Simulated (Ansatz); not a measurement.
A first, cheap relaxation of C3H5Cl3, SMILES `ClCC(Cl)CCl`.

```yaml
crystal:
  periodic: [false, false, false]
  atoms:
    - {symbol: Cl, position_ang: [-2.675510, -0.715720, -0.048480]}
    - {symbol: C, position_ang: [-1.151500, 0.101430, -0.468380]}
    - {symbol: C, position_ang: [-0.005900, -0.440430, 0.368850]}
    - {symbol: Cl, position_ang: [0.298030, -2.153510, -0.065250]}
    - {symbol: C, position_ang: [1.289410, 0.318700, 0.129080]}
    - {symbol: Cl, position_ang: [1.132660, 1.997460, 0.706020]}
    - {symbol: H, position_ang: [-1.287010, 1.165040, -0.268240]}
    - {symbol: H, position_ang: [-0.972650, -0.062560, -1.531440]}
    - {symbol: H, position_ang: [-0.270190, -0.430010, 1.429310]}
    - {symbol: H, position_ang: [2.110560, -0.137380, 0.681570]}
    - {symbol: H, position_ang: [1.532110, 0.356990, -0.933020]}
basis:
  gaussian: {orbitals: def2-SVP}
hamiltonian: {xc: pbe, dispersion: d4}
relax: {f_tol: 0.03, max_steps: 200}
```

```sh
$ ansatz run in.yaml --threads 2 --pin off --events-out ev --progress --plain --max-ram 22528MiB --backend cpu
```

Output, abridged:

```
Functional definition: PBE
mean field -40726.77941229 eV, -1496.6815377991 hartree, gradient 4.5e-5 eV, S^2 0.000000; 0 other end points of the search recorded, 0 dependent functions left out
relax step   1: F+E_penalty+E_count = -40727.10203701 eV  Δ(F+E_penalty+E_count) = +0.000e0 eV  max|allowed force component| = 5.818e-1 eV/Å  Δτ_max = 0.0000 Å  (29 SCF iters, accepted)
mean field -40726.82528756 eV, -1496.6832236841 hartree, gradient 1.7e-5 eV, S^2 0.000000; 0 other end points of the search recorded, 0 dependent functions left out
relax step   2: F+E_penalty+E_count = -40727.14411601 eV  Δ(F+E_penalty+E_count) = -4.208e-2 eV  max|allowed force component| = 1.898e-1 eV/Å  Δτ_max = 0.0488 Å  (30 SCF iters, accepted)
mean field -40726.82987063 eV, -1496.6833921090 hartree, gradient 1.7e-5 eV, S^2 0.000000; 0 other end points of the search recorded, 0 dependent functions left out
relax step   3: F+E_penalty+E_count = -40727.14872223 eV  Δ(F+E_penalty+E_count) = -4.606e-3 eV  max|allowed force component| = 1.077e-1 eV/Å  Δτ_max = 0.0162 Å  (30 SCF iters, accepted)
mean field -40726.83046967 eV, -1496.6834141233 hartree, gradient 1.7e-5 eV, S^2 0.000000; 0 other end points of the search recorded, 0 dependent functions left out
relax step   4: F+E_penalty+E_count = -40727.14914481 eV  Δ(F+E_penalty+E_count) = -4.226e-4 eV  max|allowed force component| = 5.668e-2 eV/Å  Δτ_max = 0.0046 Å  (31 SCF iters, accepted)
mean field -40726.83063541 eV, -1496.6834202141 hartree, gradient 1.7e-5 eV, S^2 0.000000; 0 other end points of the search recorded, 0 dependent functions left out
relax step   5: F+E_penalty+E_count = -40727.14927543 eV  Δ(F+E_penalty+E_count) = -1.306e-4 eV  max|allowed force component| = 7.882e-3 eV/Å  Δτ_max = 0.0048 Å  (31 SCF iters, accepted)
mean field -40726.83063541 eV, -1496.6834202141 hartree, gradient 2.1e-5 eV, S^2 0.000000; 1 other end points of the search recorded, 0 dependent functions left out
Total energy: -40727.14930772 eV, -1496.6951312054 hartree
Atom 0 at    -2.717791    -0.720177    -0.061987 Å, force    -0.001240     0.000426    -0.000229 eV/Å
Atom 1 at    -1.171380     0.092981    -0.459050 Å, force     0.001307    -0.005839     0.003098 eV/Å
Atom 2 at    -0.008715    -0.444933     0.360946 Å, force     0.007476     0.007717    -0.004569 eV/Å
Atom 3 at     0.329767    -2.173287    -0.067909 Å, force    -0.001964     0.006689     0.000723 eV/Å
Atom 4 at     1.290867     0.324021     0.130115 Å, force    -0.007882    -0.006845     0.000885 eV/Å
Atom 5 at     1.144350     2.034362     0.689263 Å, force     0.001730    -0.001574    -0.000778 eV/Å
Atom 6 at    -1.289633     1.172756    -0.243080 Å, force     0.000712    -0.000445     0.001189 eV/Å
Atom 7 at    -0.979901    -0.043390    -1.541628 Å, force     0.001151    -0.000133    -0.002574 eV/Å
Atom 8 at    -0.271036    -0.434829     1.437504 Å, force    -0.000355    -0.002745     0.001792 eV/Å
Atom 9 at     2.113865    -0.144531     0.700092 Å, force    -0.000650     0.001692     0.001950 eV/Å
Atom 10 at     1.559618     0.337038    -0.944246 Å, force    -0.000284     0.001057    -0.001486 eV/Å
Dipole moment:     0.259939     0.140876    -0.085570 e Å
```

Hardware: 2 threads of an AMD EPYC 7R13 on a shared host. Wall time 11 s, peak host memory 0.23 GiB.
